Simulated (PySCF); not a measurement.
**`C1[C@H](C)[C@H]1N`, C₄H₉N**

Molfile (atoms numbered from 1):
```
C4H9N
     RDKit          3D

 14 14  0  0  0  0  0  0  0  0999 V2000
    1.5906   -0.8135    0.3364 C   0  0  0  0  0  0  0  0  0  0  0  0
    0.2011   -0.2534    0.5016 C   0  0  1  0  0  0  0  0  0  0  0  0
   -0.0429    1.2226    0.3283 C   0  0  0  0  0  0  0  0  0  0  0  0
   -0.5654    0.2607   -0.6923 C   0  0  2  0  0  0  0  0  0  0  0  0
   -1.9787    0.0832   -0.8524 N   0  0  0  0  0  0  0  0  0  0  0  0
    1.5499   -1.8665    0.0604 H   0  0  0  0  0  0  0  0  0  0  0  0
    2.1531   -0.7269    1.2651 H   0  0  0  0  0  0  0  0  0  0  0  0
    2.1271   -0.2741   -0.4406 H   0  0  0  0  0  0  0  0  0  0  0  0
   -0.3800   -0.7464    1.2744 H   0  0  0  0  0  0  0  0  0  0  0  0
   -0.7548    1.7046    0.9812 H   0  0  0  0  0  0  0  0  0  0  0  0
    0.7921    1.8506    0.0587 H   0  0  0  0  0  0  0  0  0  0  0  0
   -0.0590    0.2281   -1.6505 H   0  0  0  0  0  0  0  0  0  0  0  0
   -2.1824   -0.8354   -1.2338 H   0  0  0  0  0  0  0  0  0  0  0  0
   -2.4513    0.1658    0.0414 H   0  0  0  0  0  0  0  0  0  0  0  0
  1  2  1  0
  2  3  1  0
  3  4  1  0
  4  5  1  0
  4  2  1  0
  1  6  1  0
  1  7  1  0
  1  8  1  0
  2  9  1  1
  3 10  1  0
  3 11  1  0
  4 12  1  6
  5 13  1  0
  5 14  1  0
M  END
```

Computed with PySCF 2.14.0, TDDFT PBE0/def2-SVPD circular dichroism and optical rotation, one conformer, gas phase. Geometry: GFN2-xTB.

The molecule is flexible and this is one conformer; a measurement averages over conformers. States above about 6.3 eV (minus the energy of the highest occupied orbital) lie near or above the ionisation threshold and depend on the basis.

(1) Draw the ECD and absorption spectra from the lowest 16 states, each a Gaussian of half-width 0.2 eV at 1/e height.

Results:

(1) 
| E (eV) | λ (nm) | Δε (L mol⁻¹ cm⁻¹) | ε (L mol⁻¹ cm⁻¹) |
| --- | --- | --- | --- |
| 5.43 | 228 | -0.03 | 2.97 |
| 5.53 | 224 | -0.27 | 28.2 |
| 5.63 | 220 | -1.57 | 162 |
| 5.73 | 216 | -5.46 | 566 |
| 5.83 | 213 | -11.57 | 1200 |
| 5.93 | 209 | -14.85 | 1540 |
| 6.03 | 206 | -11.56 | 1200 |
| 6.13 | 202 | -5.38 | 605 |
| 6.23 | 199 | -1.09 | 327 |
| 6.33 | 196 | +1.63 | 480 |
| 6.43 | 193 | +5.20 | 864 |
| 6.53 | 190 | +9.50 | 1190 |
| 6.63 | 187 | +11.27 | 1230 |
| 6.73 | 184 | +9.23 | 1060 |
| 6.83 | 182 | +6.22 | 892 |
| 6.93 | 179 | +4.00 | 708 |
| 7.03 | 176 | +2.15 | 418 |
| 7.13 | 174 | +0.80 | 159 |
| 7.23 | 172 | +0.20 | 39.5 |
| 7.33 | 169 | +0.21 | 28.9 |
| 7.43 | 167 | +1.18 | 157 |
| 7.53 | 165 | +4.67 | 639 |
| 7.63 | 163 | +11.16 | 1610 |
| 7.73 | 160 | +16.03 | 2530 |
| 7.83 | 158 | +13.94 | 2620 |
| 7.93 | 156 | +8.89 | 2090 |
| 8.03 | 154 | +10.34 | 1900 |
| 8.13 | 153 | +20.18 | 2210 |
| 8.23 | 151 | +28.71 | 2310 |
| 8.33 | 149 | +27.20 | 1900 |
| 8.43 | 147 | +20.64 | 1590 |
| 8.53 | 145 | +17.01 | 2000 |
| 8.63 | 144 | +15.78 | 3680 |
| 8.73 | 142 | +15.69 | 7440 |
| 8.83 | 140 | +18.40 | 12600 |

Δε uses R in velocity form, ε uses f in length form. Only the states computed contribute, so the short-wavelength end is incomplete.
